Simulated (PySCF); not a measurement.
Molecule: `FC(F)C(F)F`, C₂H₂F₄.

Structure with atom numbers: `[F:1][CH:2]([F:3])[CH:4]([F:5])[F:6]`. Hydrogens are named by the atom that carries them.

Geometry PBE0-D3(BJ)/def2-SVP throughout; GIAO in PySCF, gas phase, one conformer, non-relativistic; equivalent atoms averaged; basis pcSseg-2.

Q: How do the shifts δ (against CFCl3, TMS at the same level) depend on the functional? (ppm; last column core-seconds on shared hosts with different chips, so compare them loosely; the GGAs took longer than the global hybrids here, which isn't the general rule, and the cause wasn't traced)

A: 
| functional | kind | F1/F3/F5/F6 | C2/C4 | H(C2)/H(C4) | core-s |
| --- | --- | --- | --- | --- | --- |
| HF | Hartree–Fock | -121.4 | 102.5 | 5.20 | 11 |
| LDA | LDA | -175.4 | 125.3 | 5.96 | 22 |
| PBE | GGA | -170.7 | 121.6 | 5.86 | 28 |
| BLYP | GGA | -168.6 | 122.2 | 5.88 | 29 |
| BP86 | GGA | -171.1 | 121.2 | 5.86 | 28 |
| OPBE | GGA | -165.2 | 117.4 | 5.78 | 30 |
| KT2 | GGA | -177.6 | 117.1 | 5.80 | 29 |
| KT3 | GGA | -169.1 | 115.7 | 5.76 | 31 |
| B97-D | GGA | -165.3 | 118.6 | 5.83 | 29 |
| B3LYP | global hybrid | -156.2 | 118.4 | 5.69 | 21 |
| PBE0 | global hybrid | -155.1 | 116.8 | 5.61 | 21 |
| mPW1PW91 | global hybrid | -154.2 | 116.8 | 5.61 | 21 |
| WP04 | global hybrid | -148.4 | 119.4 | 5.67 | 25 |
| B97-2 | global hybrid | -153.7 | 115.8 | 5.62 | 16 |
| BHandHLYP | global hybrid | -141.1 | 112.6 | 5.48 | 18 |
| CAM-B3LYP | range-separated hybrid | -145.8 | 118.6 | 5.68 | 29 |
| wB97X-D | range-separated hybrid | -147.9 | 117.0 | 5.58 | 31 |
| LC-wPBE | range-separated hybrid | -134.6 | 119.5 | 5.64 | 33 |

Q: Which nucleus moves most, in ppm?

A: F1/F3/F5/F6 (fluorine of a CF2 group): from -177.6 ppm with KT2 to -121.4 ppm with HF. The smallest spread is 0.77 ppm, at H(C2)/H(C4). Proton shifts span only some 12 ppm, so a few tenths of a ppm matter as much there as several ppm in carbon.
